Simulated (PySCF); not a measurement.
# Partial charges of H2S

Species: H2S.
Geometry (PBE0-D3(BJ)/def2-SVP, Å), atoms numbered from 1 in this order:
```xyz
3
H2S angstrom
S     -0.620   -0.013   -0.116
H      0.308    0.921    0.179
H      0.295   -1.005   -0.083
```

The species is `S` (H2S).

Density: PBE0/pcSseg-1 (PySCF); schemes: Mulliken, IAO, Hirshfeld and ESP-fitted. Geometry: PBE0-D3(BJ)/def2-SVP; no solvent, vibrations or thermal averaging.

Which atoms carry the highest charge in the Mulliken, IAO, Hirshfeld and ESP-fitted schemes?

All schemes agree: Mulliken H2 and H3 (+0.138); IAO H2 and H3 (+0.102); Hirshfeld H2 and H3 (+0.058); ESP-fitted H2 and H3 (+0.178).

For which atoms does the sign change between the 4 schemes (beyond +0.03 e in one, beyond −0.03 e in another)?

For none.

Tabulate the Mulliken, IAO, Hirshfeld and ESP-fitted charges.

In e:

```json
{"atom": "S1", "environment": "sulfur bonded to 2 H", "Mulliken": "-0.276", "IAO": "-0.205", "Hirshfeld": "-0.116", "ESP-fitted": "-0.356"}
{"atom": "H2", "environment": "S–H hydrogen", "Mulliken": "+0.138", "IAO": "+0.102", "Hirshfeld": "+0.058", "ESP-fitted": "+0.178"}
{"atom": "H3", "environment": "S–H hydrogen", "Mulliken": "+0.138", "IAO": "+0.102", "Hirshfeld": "+0.058", "ESP-fitted": "+0.178"}
```

Mean size of the charges over all atoms: ESP-fitted 0.237 e, Mulliken 0.184 e, IAO 0.137 e, Hirshfeld 0.077 e. Each set sums to the total charge, 0, to within 0.001 e. The ESP scheme fits charges at the nuclei, held to the total charge, to the electrostatic potential on points at 1.4 to 2.0 times the van der Waals radii.

Sum the charges by element, for elements with more than one atom.

| element | atoms | Mulliken | IAO | Hirshfeld | ESP-fitted |
| --- | --- | --- | --- | --- | --- |
| H | 2 | +0.276 | +0.205 | +0.116 | +0.356 |

How many electrons does the ESP-fitted scheme count on S1?

Z − q = 16 − (-0.356) = 16.356.
